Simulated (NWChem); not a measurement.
Program: NWChem. System: chloromethane (CH₃Cl), charge 0, spin multiplicity 1, at a geometry optimised with PBE/def2-SVP. Level: TD-B3LYP/aug-cc-pVDZ, VWN1-RPA local correlation.

Input file:

```
start mol
memory heap 200 mb stack 800 mb global 1000 mb
geometry units angstroms nocenter noautoz
  C      1.127872    -0.056818     0.000000
  Cl    -0.660971     0.033297     0.000000
  H      1.463483    -0.596686     0.904647
  H      1.463483    -0.596686    -0.904647
  H      1.542311     0.968228     0.000000
  symmetry group Cs
end
basis spherical
  * library aug-cc-pvdz
end
dft
  xc b3lyp
  semidirect memsize 60000000 filesize 0
  iterations 100
end
tddft
  rpa
  nroots 6
  notriplet
  thresh 1e-4
end
task tddft energy
```

Output (cleaned and shortened):

```
             Northwest Computational Chemistry Package (NWChem) 7.3.0
             --------------------------------------------------------

                                NWChem Input Module
                                -------------------

 Scaling coordinates for geometry "geometry" by  1.889725989
 (inverse scale =  0.529177249)

 Turning off AUTOSYM since
 SYMMETRY directive was detected!

                             Geometry "geometry" -> ""
                             -------------------------

 Output coordinates in angstroms (scale by  1.889725989 to convert to a.u.)

  No.       Tag          Charge          X              Y              Z
 ---- ---------------- ---------- -------------- -------------- --------------
    1 C                    6.0000     1.12787200    -0.05681800     0.00000000
    2 Cl                  17.0000    -0.66097100     0.03329700     0.00000000
    3 H                    1.0000     1.46348300    -0.59668600     0.90464700
    4 H                    1.0000     1.46348300    -0.59668600    -0.90464700
    5 H                    1.0000     1.54231100     0.96822800     0.00000000

 Effective nuclear repulsion energy (a.u.)      50.9037397874

            Nuclear Dipole moment (a.u.)
            ----------------------------
        X                 Y               Z
 ---------------- ---------------- ----------------
     0.0000037795    -0.0000056692     0.0000000000

      Symmetry information
      --------------------

 Group name             Cs
 Group number              2
 Group order               2
 No. of unique centers     4

      Symmetry unique atoms

     1    2    3    5


 Summary of "ao basis" -> "" (spherical)
 ------------------------------------------------------------------------------
       Tag                 Description            Shells   Functions and Types
 ---------------- ------------------------------  ------  ---------------------
 *                        aug-cc-pvdz                 on all atoms

                                 NWChem DFT Module
                                 -----------------

 Summary of "ao basis" -> "ao basis" (spherical)
 ------------------------------------------------------------------------------
       Tag                 Description            Shells   Functions and Types
 ---------------- ------------------------------  ------  ---------------------
 C                        aug-cc-pvdz                9       23   4s3p2d
 Cl                       aug-cc-pvdz               11       27   5s4p2d
 H                        aug-cc-pvdz                5        9   3s2p

 Summary of "ao basis" -> "ao basis" (spherical)
 ------------------------------------------------------------------------------
       Tag                 Description            Shells   Functions and Types
 ---------------- ------------------------------  ------  ---------------------
 C                        aug-cc-pvdz                9       23   4s3p2d
 Cl                       aug-cc-pvdz               11       27   5s4p2d
 H                        aug-cc-pvdz                5        9   3s2p

      Symmetry analysis of basis
      --------------------------

        a'         51
        a"         26

            General Information
            -------------------
          SCF calculation type: DFT
          Wavefunction type:  closed shell.
          No. of atoms     :     5
          No. of electrons :    26
           Alpha electrons :    13
            Beta electrons :    13
          Charge           :     0
          Spin multiplicity:     1
          Use of symmetry is: off; symmetry adaption is: on
          Maximum number of iterations: 100
          AO basis - number of functions:    77
                     number of shells:    35
          Convergence on energy requested:  1.00D-06
          Convergence on density requested:  1.00D-05
          Convergence on gradient requested:  5.00D-04

              XC Information
              --------------
                         B3LYP Method XC Potential
                     Hartree-Fock (Exact) Exchange  0.200
                        Slater Exchange Functional  0.800 local
                    Becke 1988 Exchange Functional  0.720 non-local
              Lee-Yang-Parr Correlation Functional  0.810
                  VWN I RPA Correlation Functional  0.190 local

             Grid Information
             ----------------
          Grid used for XC integration:  medium
          Radial quadrature: Mura-Knowles
          Angular quadrature: Lebedev.
          Tag              B.-S. Rad. Rad. Pts. Rad. Cut. Ang. Pts.
          ---              ---------- --------- --------- ---------
          C                   0.70       49          11.0       434
          Cl                  1.00       88          12.0       590
          H                   0.35       45          12.0       434
          Grid pruning is: on
          Number of quadrature shells:   272
          Spatial weights used:  Erf1

          Convergence Information
          -----------------------
          Convergence aids based upon iterative change in
          total energy or number of iterations.
          Levelshifting, if invoked, occurs when the
          HOMO/LUMO gap drops below (HL_TOL):  1.00D-02
          DIIS, if invoked, will attempt to extrapolate
          using up to (NFOCK): 10 stored Fock matrices.

                    Damping( 0%)  Levelshifting(0.5)       DIIS
                  --------------- ------------------- ---------------
          dE  on:    start            ASAP                start
[...]
                                -------------------

            General Information
            -------------------
           No. of orbitals :     154
            Alpha orbitals :      77
             Beta orbitals :      77
        Alpha frozen cores :       0
         Beta frozen cores :       0
     Alpha frozen virtuals :       0
      Beta frozen virtuals :       0
         Spin multiplicity :       1
    Number of AO functions :      77
        Use of symmetry is : off
      Symmetry adaption is : on
         Schwarz screening :  0.10D-07

              XC Information
              --------------
                  B3LYP Method XC Potential
              Hartree-Fock (Exact) Exchange   0.20
                 Slater Exchange Functional   0.80 local
             Becke 1988 Exchange Functional   0.72 non-local
       Lee-Yang-Parr Correlation Functional   0.81
           VWN I RPA Correlation Functional   0.19 local

             TDDFT Information
             -----------------
          Calculation type : TDDFT
         Wavefunction type : Restricted singlets
          No. of electrons :      26
           Alpha electrons :      13
            Beta electrons :      13
              No. of roots :       6
          Max subspacesize :    5200
            Max iterations :     100
               Target root :       1
           Target symmetry : none
      Symmetry restriction : off
                 Algorithm : Optimal
        Davidson threshold :  0.10D-03

            Memory Information
            ------------------
          Available GA space size is         131066071 doubles
          Available MA space size is          37547324 doubles
          Length of a trial vector is          832
          Algorithm : Incore multiple tensor contraction
          Estimated peak GA usage is          17623892 doubles
          Estimated peak MA usage is             25800 doubles

    6 smallest eigenvalue differences (eV)
--------------------------------------------------------
  No. Spin  Occ  Vir  Irrep   E(Occ)    E(Vir)   E(Diff)
--------------------------------------------------------
    1    1   13   14 a'       -0.303    -0.017     7.772
    2    1   12   14 a"       -0.303    -0.017     7.772
    3    1   13   15 a'       -0.303     0.005     8.376
    4    1   12   15 a"       -0.303     0.005     8.376
    5    1   13   16 a'       -0.303     0.023     8.865
    6    1   12   16 a"       -0.303     0.023     8.865
--------------------------------------------------------

  Entering Davidson iterations
  Restricted singlet excited states

  Iter   NTrls   NConv    DeltaV     DeltaE      Time
  ----  ------  ------  ---------  ---------  ---------
    1      6       0     0.78E-01   0.10+100       14.5
    2     18       0     0.21E-01   0.37E-02       16.4
    3     30       0     0.11E-01   0.29E-03       17.3
    4     42       0     0.11E-01   0.32E-03       15.2
    5     54       0     0.29E-02   0.17E-03       15.9
    6     66       0     0.90E-03   0.48E-05       16.9
    7     78       5     0.31E-03   0.39E-06       16.2
    8     80       5     0.12E-03   0.41E-07       11.1
    9     82       6     0.74E-04   0.56E-08       11.1
  ----  ------  ------  ---------  ---------  ---------
  Convergence criterion met

  Ground state a'       -500.135578571245 a.u.

  ----------------------------------------------------------------------------
  Root   1 singlet a"             0.249284033 a.u.                6.7834 eV
  ----------------------------------------------------------------------------
     Transition Moments    X  0.00000   Y  0.00000   Z  0.11645
     Transition Moments   XX  0.00000  XY  0.00000  XZ  0.65752
     Transition Moments   YY  0.00000  YZ -0.29811  ZZ -0.00000
     Dipole Oscillator Strength                    0.0022535542
     Electric Quadrupole                           0.0000000430
     Magnetic Dipole                               0.0000004302
     Total Oscillator Strength                     0.0022540274

          sigma_e =   2.7744 Angstrom
          sigma_h =   1.3241 Angstrom
         |d_h->e| =   1.7020 Angstrom
            d_exc =   3.5042 Angstrom
            d_CD1 =   3.1522 Angstrom
            d_CD2 =  -0.3472 Angstrom
            d_CD3 =   5.2062 Angstrom
     Pearson C.C. =   0.0092

     Occ.   12  a"  ---  Virt.   14  a'  -0.95492 X
     Occ.   12  a"  ---  Virt.   15  a'   0.25172 X
     Occ.   12  a"  ---  Virt.   18  a'   0.14451 X
  ----------------------------------------------------------------------------
  Root   2 singlet a'             0.249285067 a.u.                6.7834 eV
  ----------------------------------------------------------------------------
     Transition Moments    X  0.00586   Y  0.11631   Z -0.00000
     Transition Moments   XX  0.06819  XY  0.68151  XZ -0.00000
     Transition Moments   YY  0.19647  YZ  0.00000  ZZ -0.26463
     Dipole Oscillator Strength                    0.0022540746
     Electric Quadrupole                           0.0000000430
     Magnetic Dipole                               0.0000004302
     Total Oscillator Strength                     0.0022545478

          sigma_e =   2.7743 Angstrom
          sigma_h =   1.3241 Angstrom
         |d_h->e| =   1.7019 Angstrom
            d_exc =   3.5040 Angstrom
            d_CD1 =   3.1520 Angstrom
            d_CD2 =  -0.3473 Angstrom
            d_CD3 =   5.2059 Angstrom
     Pearson C.C. =   0.0092

     Occ.   13  a'  ---  Virt.   14  a'  -0.95491 X
     Occ.   13  a'  ---  Virt.   15  a'   0.25178 X
     Occ.   13  a'  ---  Virt.   18  a'   0.14453 X
  ----------------------------------------------------------------------------
  Root   3 singlet a"             0.267016709 a.u.                7.2659 eV
  ----------------------------------------------------------------------------
     Transition Moments    X  0.00000   Y  0.00000   Z -0.33206
     Transition Moments   XX -0.00000  XY -0.00000  XZ  1.45450
     Transition Moments   YY -0.00000  YZ -0.32151  ZZ  0.00000
     Dipole Oscillator Strength                    0.0196286456
     Electric Quadrupole                           0.0000002250
     Magnetic Dipole                               0.0000006764
     Total Oscillator Strength                     0.0196295469

          sigma_e =   3.0400 Angstrom
          sigma_h =   1.3237 Angstrom
         |d_h->e| =   0.1914 Angstrom
            d_exc =   3.3087 Angstrom
            d_CD1 =   1.9076 Angstrom
            d_CD2 =  -1.9905 Angstrom
            d_CD3 =   3.5000 Angstrom
     Pearson C.C. =   0.0104

     Occ.   12  a"  ---  Virt.   14  a'  -0.26049 X
     Occ.   12  a"  ---  Virt.   15  a'  -0.96063 X
     Occ.   12  a"  ---  Virt.   24  a'   0.07086 X
  ----------------------------------------------------------------------------
  Root   4 singlet a'             0.267017862 a.u.                7.2659 eV
  ----------------------------------------------------------------------------
     Transition Moments    X  0.01669   Y  0.33164   Z  0.00000
     Transition Moments   XX -0.14828  XY -1.47393  XZ -0.00000
     Transition Moments   YY -0.09969  YZ  0.00000  ZZ  0.24793
     Dipole Oscillator Strength                    0.0196287026
     Electric Quadrupole                           0.0000002250
     Magnetic Dipole                               0.0000006765
     Total Oscillator Strength                     0.0196296041

          sigma_e =   3.0400 Angstrom
          sigma_h =   1.3237 Angstrom
         |d_h->e| =   0.1914 Angstrom
            d_exc =   3.3087 Angstrom
            d_CD1 =   1.9077 Angstrom
            d_CD2 =  -1.9905 Angstrom
            d_CD3 =   3.5001 Angstrom
     Pearson C.C. =   0.0103

     Occ.   13  a'  ---  Virt.   14  a'   0.26054 X
     Occ.   13  a'  ---  Virt.   15  a'   0.96061 X
     Occ.   13  a'  ---  Virt.   24  a'  -0.07089 X
  ----------------------------------------------------------------------------
  Root   5 singlet a'             0.296560296 a.u.                8.0698 eV
  ----------------------------------------------------------------------------
     Transition Moments    X  0.00475   Y  0.10792   Z  0.00000
     Transition Moments   XX  0.06914  XY  0.69315  XZ  0.00000
     Transition Moments   YY -0.28214  YZ  0.00000  ZZ  0.21203
     Dipole Oscillator Strength                    0.0023071925
     Electric Quadrupole                           0.0000000757
     Magnetic Dipole                               0.0000001209
     Total Oscillator Strength                     0.0023073891

          sigma_e =   3.8133 Angstrom
          sigma_h =   1.3288 Angstrom
         |d_h->e| =   1.8529 Angstrom
            d_exc =   4.4353 Angstrom
            d_CD1 =   4.3375 Angstrom
            d_CD2 =  -0.7181 Angstrom
            d_CD3 =   6.2883 Angstrom
     Pearson C.C. =   0.0068

     Occ.   12  a"  ---  Virt.   17  a"  -0.70421 X
     Occ.   13  a'  ---  Virt.   16  a'   0.70235 X
  ----------------------------------------------------------------------------
  Root   6 singlet a"             0.296561357 a.u.                8.0698 eV
  ----------------------------------------------------------------------------
     Transition Moments    X  0.00000   Y  0.00000   Z -0.10801
     Transition Moments   XX  0.00000  XY  0.00000  XZ -0.71712
     Transition Moments   YY -0.00000  YZ -0.17595  ZZ  0.00000
     Dipole Oscillator Strength                    0.0023066238
     Electric Quadrupole                           0.0000000757
     Magnetic Dipole                               0.0000001209
     Total Oscillator Strength                     0.0023068204

          sigma_e =   3.8133 Angstrom
          sigma_h =   1.3288 Angstrom
         |d_h->e| =   1.8529 Angstrom
            d_exc =   4.4353 Angstrom
            d_CD1 =   4.3374 Angstrom
            d_CD2 =  -0.7182 Angstrom
            d_CD3 =   6.2882 Angstrom
     Pearson C.C. =   0.0068

     Occ.   12  a"  ---  Virt.   16  a'   0.70391 X
     Occ.   13  a'  ---  Virt.   17  a"   0.70265 X

              Target root =      1
          Target symmetry = none
      Ground state energy =   -500.135578571245
        Excitation energy =      0.249284032559
     Excited state energy =   -499.886294538686

  stored tddft:energy   -499.88629453868606

 Task  times  cpu:      140.9s     wall:      140.9s

 Total times  cpu:      140.9s     wall:      140.9s
```
